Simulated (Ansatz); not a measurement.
Fluorite CdF₂ was calculated with PBEsol (PAW; Ansatz, a quantum-chemistry and plane-wave program).

Numerical settings: plane-wave cutoff 520 eV, 8×8×8 k mesh, scalar-relativistic PAW data made under PBE.

Computed at the level's own relaxed cell.

Elastic tensor (GPa, Voigt notation, ions relaxed):

```
  182.5    71.3    71.3     0.0     0.0     0.0
   71.3   182.5    71.3     0.0     0.0     0.0
   71.3    71.3   182.5     0.0     0.0     0.0
    0.0     0.0     0.0    20.4     0.0     0.0
    0.0     0.0     0.0     0.0    20.4     0.0
    0.0     0.0     0.0     0.0     0.0    20.4
```

### Question
Work out the Voigt, Reuss and Hill averages of the bulk and shear moduli, Young's modulus and Poisson's ratio from the printed constants.

### Answer
K_V = [C11 + C22 + C33 + 2(C12 + C13 + C23)]/9 = [547.5 + 2 × 213.9]/9 = 108.4 GPa. G_V = [547.5 − 213.9 + 3 × 61.2]/15 = 34.5 GPa. From the compliances S = C⁻¹, K_R = 108.4 and G_R = 27.3 GPa. Hill means: K = 108.4, G = 30.9 GPa. E = 9KG/(3K + G) = 85 GPa, ν = (3K − 2G)/(6K + 2G) = 0.37, K/G = 3.51.

Static lattice: no zero-point or thermal effects.
